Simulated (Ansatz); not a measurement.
# Multireference treatment of C₂H₂, singlet

Calculated in Ansatz's Gaussian-basis code. Basis cc-pVDZ, nonrelativistic, 2 orbitals frozen in the corrections. State-specific CASSCF; RHF is the lowest restricted (open-shell) Hartree–Fock solution met. No symmetry is imposed, so a solution can break that of the shape. The lowest solution met needn't be the lowest there is, nor hold the orbitals that a chemist would pick.

Geometry:

```xyz
4

C     0.0000    0.0000   -0.6043
C     0.0000    0.0000    0.6043
H     0.0000    0.0000   -1.6792
H     0.0000    0.0000    1.6792
```

Problem. What do CASSCF and its corrections give against RHF in CAS(4,4), and what are the occupations?

Solution. CASSCF -1.887 eV, SC-NEVPT2 -6.929 eV; occupations 1.94, 1.94, 0.06, 0.06.
